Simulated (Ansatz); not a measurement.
Input file:

```yaml
crystal:
  periodic: [false, false, false]
  atoms:
    - {symbol: Ge, position_ang: [0.000000, -0.036155, 0.000000]}
    - {symbol: H, position_ang: [0.000000, 1.302805, -2.362258]}
    - {symbol: H, position_ang: [0.000000, 1.302805, 2.362258]}
basis:
  gaussian: {orbitals: STO-3G}
total_charge: 1
magnetization: {spin_polarized: false, initial_magnetization: 1}
correlation: {method: fic_nevpt4_sd, electrons: all, active_space: {window: {electrons: 5, orbitals: 3}}}
scf: {lower_state_search: off}
```

```sh
$ ansatz run in.yaml --threads 1 --pin off --events-out ev --progress --plain --max-ram 2393MiB
```

Log:

```
these checks for a lower state are left out or cut short: stability, starts, cluster_reference, orbital_swaps, neighbouring_geometries, increment
192 factors; integrals over basis functions are off by at most 3.0e-5 eV
mean field evaluation 1: about -55842.8639 eV, gradient 1.2e1 eV
mean field evaluation 2: about -55842.8675 eV, gradient 1.2e1 eV
mean field evaluation 4: about -55844.7508 eV, gradient 1.5e0 eV
mean field evaluation 8: about -55844.9299 eV, gradient 2.3e-1 eV
mean field evaluation 16: about -55844.9317 eV, gradient 2.0e-3 eV
mean field -55844.93174884 eV, -2052.2633887156 hartree, gradient 2.4e-6 eV, S^2 0.750000; 0 other end points of the search recorded, 0 dependent functions left out
reference -55844.93174884 eV, -2052.2633887156 hartree; 17, 16 occupied and 3, 4 virtual orbitals, 192 factors
state -55846.50262942 eV, -2052.3211175121 hartree
state -55846.50262942 eV, -2052.3211175121 hartree; corrected -55849.42869219 eV, -2052.4286483356 hartree
Total energy: -55849.42869219 eV, -2052.4286483356 hartree
Checks for a lower state left out: stability, starts, cluster_reference, orbital_swaps, neighbouring_geometries, increment
```

Ran on 1 thread of Intel Xeon, shared host: 1.1 s wall, 0.19 GiB peak host memory.
